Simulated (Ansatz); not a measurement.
## doublet LiO: levels of theory in one basis

```xyz
2

Li    0.0000    0.0000    0.0000
O     0.0000    0.0000    1.6036
```

Basis set: def2-SVP (spherical functions). Left uncorrelated: 1 orbital. Correlation on ROHF uses semicanonical orbitals with singles. Charge 0, multiplicity 2.

Computed with Ansatz (development build ahead of 0.2.0); each method stands on the lowest determinant of its kind that the runs found.

```
  method  E − E(ROHF) (eV)  <S²> of the determinant
    ROHF              0.00                     0.75
     UHF             -0.09                     0.76
ROHF-MP2             -4.23                        –
 UHF-MP2             -4.23                     0.76
```

What does ROHF-CCSD(T) give on the same scale?

-4.60 eV.
